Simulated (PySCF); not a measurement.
# Dipole moment and polarisability of AlH2Me

Compound: AlH2Me, CH5Al.
Cartesian coordinates in Å at the PBE0-D3(BJ)/def2-SVP level; atoms count from 1:
```xyz
7
CH5Al angstrom
Al     0.526    0.920    0.008
H      2.120    0.934    0.026
H     -0.250    2.311   -0.055
C     -0.451   -0.775    0.022
H     -0.539   -1.159   -1.011
H     -1.476   -0.675    0.412
H      0.070   -1.555    0.600
```

Level: CAM-B3LYP/def2-SVPD (PySCF), static field, nuclei fixed, core orbitals frozen in the response. The polarisability tensor in these axes (au):

```
x   44.83  2.68  0.19
y    2.68 48.09 -0.04
z    0.19 -0.04 36.99
```

Q: What are the eigenvalues, a third of the trace, and Δα (Δα² = ½Σ(αi − αj)² over the three pairs)?

A: Principal values 36.98, 43.33 and 49.60 au; mean 43.30 au = 6.42 Å³ = 7.14 × 10⁻⁴⁰ C²·m²/J; Δα = 10.92 au (25 % of the mean).

Q: What is the dipole moment, and where does it point?

A: (-0.35, -0.61, 0.03) D, 0.70 D in size, pointing from the negative to the positive side. Measured along this direction, the outermost atoms are H3 and H2 at the negative end and H6, H7 and H5 at the positive end.

Q: Rayleigh depolarisation ratio (linearly polarised light, static tensor)?

A: ρ = 3Δα²/(45ᾱ² + 4Δα²) = 358.1/(84383 + 477.4) = 0.00422.

Q: Sum over states: ᾱ = Σ f/ω², ω in Eh. What share falls to these 15 lowest TDDFT singlets (eV, f)? 5.40, 0.0031; 5.47, 0.0000; 7.39, 0.1194; 7.74, 0.0154; 8.21, 0.1109; 8.27, 0.0164; 8.51, 0.1719; 8.55, 0.2543; 8.86, 0.0019; 8.98, 0.0384; 8.99, 0.1251; 9.23, 0.0169; 9.37, 0.0859; 9.43, 0.2642; 9.66, 0.0626.

A: They add up to 12.71 au, 29.3 % of the 43.30 au; the largest single term is 2.58 au, from the state at 8.55 eV. Terms in order: 0.08, 0.00, 1.62, 0.19, 1.22, 0.18, 1.76, 2.58, 0.02, 0.35, 1.15, 0.15, 0.72, 2.20, 0.50 au. Higher excitations give the rest. The strengths listed sum to 1.287.

Q: What molar refraction does this α imply?

A: Lorentz–Lorenz: R = (4π/3)N_A α = 2.5225 cm³/(mol·Å³) × 6.42 Å³ = 16.2 cm³/mol, in the limit of long wavelengths.

Q: In a dilute gas of rigid molecules at 400 K, how does the orientational term μ²/3kT compare with the electronic polarisability?

A: In Gaussian units μ²/3kT = 2.97 Å³ against 6.42 Å³, a ratio of 0.46; the Debye molar polarisation (4π/3)N_A(α + μ²/3kT) is 23.7 cm³/mol, leaving out the vibrational part.

Geometry: PBE0-D3(BJ)/def2-SVP; no solvent, vibrations or thermal averaging.
